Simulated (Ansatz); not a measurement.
**AlH3OSi (SMILES O=[SiH][AlH2]): energies and forces away from the minimum**

An exercise on one series of results from a longer session: the logs are not shown, and one member is left open.

Method: single points with forces in def2-TZVPP; program: Ansatz 0.2.0, Gaussian basis.

Levels: PBE-D4, r2SCAN-D4, PBE0-D4, wB97M-V, Hartree-Fock, MP2, CCSD, CCSD(T). Each coordinate is moved by a Gaussian draw of the width named (0.7 of it for atoms other than hydrogen): 0.02, 0.12, 0.12, 0.12 Å.

Correlated methods freeze the cores.

6 further runs of the same task are left out: 6 set aside as unsound or not needed.

## Starting geometry

SMILES `O=[SiH][AlH2]`, 6 atoms, charge 0, spin multiplicity 1.

Atoms are counted from 1 here; the program's logs count them from 0.

Bond lengths: O1–Si2 1.514 Å, Si2–Al3 2.439 Å, Si2–H4 1.517 Å, Al3–H5 1.574 Å, Al3–H6 1.567 Å. Angles: O1–Si2–Al3 142.2°, O1–Si2–H4 119.0°, Al3–Si2–H4 98.8°, Si2–Al3–H5 110.3°, Si2–Al3–H6 132.8°, H5–Al3–H6 116.9°.

As a file:

| atom | x (Å) | y (Å) | z (Å) |
| --- | --- | --- | --- |
| O1 | -0.61318 | -2.30390 | 1.20792 |
| Si2 | -0.30826 | -1.20114 | 0.21677 |
| Al3 | 0.28683 | 1.16050 | 0.08499 |
| H4 | -0.33891 | -1.51545 | -1.26695 |
| H5 | 0.45089 | 1.59870 | -1.41777 |
| H6 | 0.52263 | 2.26129 | 1.17503 |

Set-up of the first run:

relax/in.yaml

```yaml
crystal:
  periodic: [false, false, false]
  atoms:
    - {symbol: O, position_ang: [-0.613180, -2.303900, 1.207920]}
    - {symbol: Si, position_ang: [-0.308260, -1.201140, 0.216770]}
    - {symbol: Al, position_ang: [0.286830, 1.160500, 0.084990]}
    - {symbol: H, position_ang: [-0.338910, -1.515450, -1.266950]}
    - {symbol: H, position_ang: [0.450890, 1.598700, -1.417770]}
    - {symbol: H, position_ang: [0.522630, 2.261290, 1.175030]}
basis:
  gaussian: {orbitals: def2-TZVP}
hamiltonian: {xc: pbe0, dispersion: d4}
relax: {f_tol: 0.005, max_steps: 200}
```

No record of the launch command was kept for these runs.

Steps of the session up to this table: Relaxation at PBE0-D4; The minimum at every level; Structure 1, width 0.02 Å; Structure 2, width 0.12 Å; Structure 3, width 0.12 Å; Structure 4, width 0.12 Å.

One of the session's tables, all rows but one given; the rest of the session is left out.

```
   method  RMS force component (eV/Å)  angle to CCSD(T) forces (°)  dipole (D)
   PBE-D4                           ?                            ?           ?
r2SCAN-D4                       2.274                          2.0        3.93
  PBE0-D4                       2.407                          2.5        4.22
  wB97M-V                       2.465                          2.4        4.42
  CCSD(T)                       2.164                    reference        3.82
```

**Question.** Estimate the row for PBE-D4.

As computed: RMS force component (eV/Å): 2.081; angle to CCSD(T) forces (°): 3.8; dipole (D): 3.75. In the column «RMS force component (eV/Å)» it is the lowest.

Caveats from the session: The T1 diagnostic is large here, over the usual mark for main-group molecules (transition-metal compounds often pass it harmlessly), so CCSD(T) itself may be off.
